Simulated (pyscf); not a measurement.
`[ZnH][SeH]` + `[H][H]` -> `[ZnH2]` + `[SeH2]`, a four-centre exchange (singlet surface; Se–Zn, H–H broken, H–Zn, H–Se formed). Optimised with ωB97X-D3(BJ)/def2-SVP in PySCF. Energies in kJ/mol from the separated reactants.

Small-basis levels: PySCF, no dispersion term, spherical d functions. AM1 to PM7: differences of heats of formation from MOPAC, which are fitted to 298 K values and so differ in kind from electronic energies by zero-point and thermal terms. 

| level | barrier | reaction energy |
|---|---|---|
| HF/6-31G*+LANL2DZ | 236.5 | +110.5 |
| MP2/6-31G*+LANL2DZ | 217.2 | +122.5 |
| B3LYP/6-31G*+LANL2DZ | 168.1 | +108.6 |
| B3LYP/6-311+G**+LANL2DZ | 143.0 | +84.9 |
| B3LYP/def2-SVP | 134.9 | +88.5 |
| AM1 | 93.9 | +91.3 |
| PM3 | 75.3 | +210.8 |
| ωB97M-D3(BJ)/def2-TZVP | 153.2 | +90.7 |

Against the last row the barrier runs from -77.9 (PM3) to +83.3 kJ/mol (HF/6-31G*+LANL2DZ). At PM3 this geometry lies under one side, so the entry may be no barrier of that level: it is a single point on another level's saddle. ωB97M-D3(BJ)/def2-TZVP has limits of its own. On the product side the descent ends in an adduct with a Se–Zn contact, 29.5 kJ/mol under the separated species and 76.0 kJ/mol under the saddle at ωB97X-D3(BJ)/def2-TZVP. What is counted as broken (Se–Zn) persists as a longer contact in the product adduct; parting that adduct is a step of its own. This is the saddle that the search found; another between the same sides may lie lower. In the def2 sets elements up to Kr have no core potential.
